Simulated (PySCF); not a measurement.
Reproducing measurements on C4H5N

**Experimental background.**

NIST CCCBDB Release 22 (SRD 101), experimental dipoles lists, for the gas: dipole moment (dielectric constant against temperature) 1.84 D.

How close the calculation comes is told at the end.

Compound: C4H5N.
Numbering: `[cH:1]1[cH:2][cH:3][nH:4][cH:5]1` (hydrogens: H6 on C1; H7 on C2; H8 on C3; H9 on N4; H10 on C5)

Geometry (PBE0-D3(BJ)/def2-SVP, Å), atoms numbered from 1 in this order:
```
atom  x, y, z in Å
C1    -0.358    0.476   -0.582
C2    -1.721    0.073   -0.605
C3    -1.741   -1.305   -0.544
N4    -0.447   -1.738   -0.487
C5     0.406   -0.670   -0.510
H6     0.024    1.494   -0.617
H7    -2.594    0.720   -0.660
H8    -2.574   -2.005   -0.539
H9    -0.162   -2.704   -0.424
H10    1.484   -0.806   -0.474
```

Runs made with PySCF (gas phase, on this PBE0-D3(BJ)/def2-SVP geometry; no spin–orbit coupling):

| level | job | basis functions | wall time |
| --- | --- | --- | --- |
| PBE0-D3(BJ)/def2-SVP, grid level 1 | geometry optimisation from a GFN2-xTB start shaken at random | 95 | 34 s |

Hardware: one thread of an Arm Neoverse N1, no GPU, shared host.

**Comparison with experiment**

**Dipole moment.** Measured: 1.84 D (NIST CCCBDB Release 22 (SRD 101), experimental dipoles).

| level | computed (D) | computed − measured (D) | % (from the printed values) |
| --- | --- | --- | --- |
| PBE0-D3(BJ)/def2-SVP | 2.05 | +0.21 | +11 |

The computed dipoles belong to one fixed geometry; measured ones are averaged over vibrations unless marked μe. Magnitudes are compared, not signs.

The geometry is computed, not the measured one. Where a level misses, the cause wasn't examined.
